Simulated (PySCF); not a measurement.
Compound: CH3O (doublet state).
Bonds: C1–O2. Hydrogens: H3, H4, H5 on C1.

The species is `C[O]` (CH3O) [radical].

Method: PySCF, UKS CAM-B3LYP, IGLO-III on C O, pcH-1 on H, non-relativistic, mean-field spin-orbit, GIAO. Geometry: PBE0-D3(BJ)/def2-SVP; no solvent, vibrations or thermal averaging.

Output of the driver script. Atoms in this output count from 0.

```
UKS, coarse grid
  cycle   1  E = -114.94120309  |g| = 4.61e-01
  cycle   2  E = -114.86449823  |g| = 7.09e-01
  cycle   3  E = -115.04843489  |g| = 5.92e-02
  cycle   4  E = -115.05207641  |g| = 1.77e-02
  cycle   5  E = -115.05274567  |g| = 4.60e-03
  cycle   6  E = -115.05280076  |g| = 1.33e-03
  cycle   7  E = -115.05280295  |g| = 5.96e-04
UKS, final grid
  cycle   1  E = -115.05279830  |g| = 4.44e-04
  cycle   2  E = -115.05279836  |g| = 3.86e-04
  cycle   3  E = -115.05279842  |g| = 7.32e-05
  cycle   4  E = -115.05279843  |g| = 6.11e-05
  cycle   5  E = -115.05279843  |g| = 1.30e-05
internal stability: stable
E = -115.05279843 Eh   <S^2> = 0.7542 (exact 0.7500)
g shifts (ppm)      1          2          3
  rmc          -282       -282       -282
  gc             -8         43         50
  oz_so          -1       6287      67185
  total        -291       6048      66953
hyperfine (MHz)  atom isotope    a_iso     a_fc   dipolar eigenvalues
    0   13C     -42.17     -42.17     -6.84      2.26      4.58
    1   17O     -45.32     -45.32   -263.15    131.08    132.08
    2    1H     205.84     205.84     -8.37     -3.81     12.18
    3    1H      -5.80      -5.80     -5.31     -5.20     10.51
    4    1H     198.91     198.91     -8.34     -3.82     12.16
```

**Question.** Find the weak point of this converged calculation.

**Answer.** The largest g shift is +0.067, past the limit of 0.03 at which the run flags a species of elements up to argon. The orbital-Zeeman/spin–orbit term is second order, a sum of spin–orbit matrix elements over excitation energies, so it grows and becomes less reliable as an excited state comes close; a shift this large should be checked with a method that treats spin–orbit coupling variationally or among several states. The contact and dipolar couplings don't rest on that expansion, but they belong to the state that the SCF found, and a close-lying state with the spin in another orbital would have other couplings.

**Question.** Where is the spin in this solution (atoms counted from 1)?

**Answer.** The largest Mulliken spin populations are on O2 (+0.91), H3 (+0.09), H5 (+0.09) and C1 (-0.08). No atom but O2 exceeds +0.15. The positive populations add up to 1.09 and the negative ones to -0.09, together 2S = 1. The unrestricted determinant has ⟨S²⟩ = 0.7542 (exact 0.7500), so spin contamination is small. 

**Question.** Average a_iso over equivalent nuclei, turn it into first-order splittings with g = 2.0023, and give the multiplets for abundant isotopes (0.05 mT or more).

**Answer.** 
```json
{"nuclei (from 1)": "H3/H4/H5", "isotope": "1H", "I": "1/2", "position": "2 bonds from O2", "a_iso (MHz)": "133.0", "|a| (mT)": "4.75", "splits into": "1:3:3:1 quartet"}
```

Class means assume fast exchange of nuclei equivalent by connectivity; if that motion is slow, each nucleus keeps its own coupling. The three 1H nuclei of mean +133.0 MHz run from -5.8 to 205.8 MHz in the frozen geometry.

On an Arm Neoverse V2 with one thread, no GPU (shared host), this took 7.0 s of wall time.
